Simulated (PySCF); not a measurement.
Ligands exchanged one at a time, B Cl-SH. Isolated molecules, 0 K electronic values unless said otherwise. One relaxed conformer stands for each flexible species; it need not be the lowest. Strings in code marks are SMILES.

The HOMO from two functionals at the same geometries (B3LYP-D3(BJ)/def2-TZVP), both in PySCF: PBE-D3(BJ)/def2-TZVP and B3LYP-D3(BJ)/def2-TZVP. B3LYP has the VWN-RPA correlation part, as in Gaussian. 

| species | PBE-D3(BJ)/def2-TZVP (eV) |
|---|---|
| 0 of 3 Cl replaced by SH | -7.66 |
| 1 of 3 Cl replaced by SH (`SB(Cl)Cl` (H–S–B–Cl torsion 0°)) | -7.13 |
| 2 of 3 Cl replaced by SH (`SB(S)Cl` (H–S–B–Cl torsion 180°, Cl–B–S–H torsion 0°)) | -6.58 |
| 3 of 3 Cl replaced by SH | -6.41 |

Task: What does B3LYP-D3(BJ)/def2-TZVP give for each?

Result: 
- 0 of 3 Cl replaced by SH: -8.81
- 1 of 3 Cl replaced by SH (`SB(Cl)Cl` (H–S–B–Cl torsion 0°)): -8.09
- 2 of 3 Cl replaced by SH (`SB(S)Cl` (H–S–B–Cl torsion 180°, Cl–B–S–H torsion 0°)): -7.51
- 3 of 3 Cl replaced by SH: -7.34
Over these rows, drawn at random from the members with no instability flagged (it was tested for open shells, ions and some series alone), PBE minus B3LYP-D3(BJ): mean +0.99 eV, from +0.93 eV to +1.14 eV.
